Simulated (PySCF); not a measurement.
Molecule: `S1[C@H](C)C[C@H]1F`, C₄H₇FS.

Bonds (- single, = double, # triple, : aromatic): C1-C2, C2-C3, C3-C4, C4-F5, C4-S6, S6-C2. C1 carries H7, H8, H9; C2 carries H10; C3 carries H11, H12; C4 carries H13. Stereochemistry as in C[C@@H]1C[C@@H](F)S1. H11 is cis to C1 on the ring; H12 is trans to C1 on the ring.

Frames of a GFN2-xTB Langevin trajectory at 300 K; GIAO PBE0/pcSseg-1 shieldings in PySCF 2.14, gas phase, non-relativistic; equivalent atoms averaged within each frame.

Shifts are taken against calculated references (same method and geometry level): TMS for ¹³C (σ = 186.93 ppm) and ¹H (σ = 31.72 ppm); CFCl3 for ¹⁹F (σ = 170.95 ppm); ³³S (σ = 503.73 ppm) against CS2. The references are static minima.

**Question.** How do the shifts (ppm) fluctuate along the trajectory?

**Answer.** 
```csv
time (fs),C4,C3,C2,C1,F5,S6,H13,H10,H12,H11
250,96.3,42.7,34.1,26.3,-148.3,122,6.57,3.78,3.41,2.74
425,103.7,53.9,32.7,31.4,-153.7,122,7.30,2.90,4.20,3.51
625,100.2,49.5,29.0,35.1,-152.2,248,7.14,3.06,3.70,3.04
800,96.1,48.2,34.8,34.9,-164.2,114,6.76,3.50,3.19,3.31
1000,109.1,50.7,48.4,32.1,-139.6,151,6.78,5.35,4.04,1.82
mean of frames,101.1,49.0,35.8,32.0,-151.6,152,6.91,3.72,3.71,2.88
standard deviation,5.5,4.1,7.4,3.6,8.9,56,0.30,0.97,0.42,0.66
```

5 frames give an uncertainty of the mean of about the standard deviation over 2.2 at best, since frames this close in time may not be independent; classical motion lacks zero-point vibration, and the reference would need the same averaging.
